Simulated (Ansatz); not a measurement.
**Relative stability**

Two relaxed structures of CH3S (charge -1), closed shell (PBE0-D4/def2-TZVPD; forces vanish, vibrations not checked).

A:

```tsv
atom	x (Å)	y (Å)	z (Å)
C1	1.4769	-0.3401	-0.8015
S2	0.1481	-0.0341	-0.0804
H3	-0.4212	-0.7348	1.0895
H4	-1.2127	-0.0587	-0.6559
H5	-0.2434	1.2258	0.5852
```

B:

```
5
angstrom
C 0.0023 0.0131 0.0412
S 1.2284 -0.4410 -1.1089
H -0.1412 -0.7254 0.8373
H 2.4966 -0.5164 -0.5151
H 0.1435 1.0185 0.4522
```

Program: Ansatz 0.2.0. Basis: def2-TZVPPD. Cores are frozen in the correlated methods. B3LYP uses VWN-RPA correlation.

Q: Which structure is lower at CCSD(T), and by how much? (An estimate is asked for; the value comes from the calculation.)

A: By the calculation: B, by 134.01 kcal/mol (electronic energy, against the other). By their contacts, A is CH₃S ([C][SH3]), total charge -1 and B is CH₃S ([CH2][SH]), total charge -1.

All methods give the same order:

```tsv
method	E(B) − E(A) (kcal/mol)
PBE-D4	-122.78
r2SCAN-D4	-126.62
PBE0-D4	-132.77
B3LYP-D4	-132.25
wB97M-V	-140.50
HF	-158.13
MP2	-131.97
CCSD	-139.59
CCSD(T)	-134.01
```

T1 diagnostic: at most 0.024.

Labels in which every atom is bracketed show which atoms are joined, not bond orders.

For scale, one of the runs: CCSD(T)/def2-TZVPPD, 139 basis functions, launched by `ansatz run in.yaml --threads 2 --pin off --events-out ev --progress --plain --max-ram 4352MiB`. The run took 13 s on 2 CPU threads of an Intel Xeon Platinum 8488C (shared host), with 0.75 GiB of host memory at its peak.
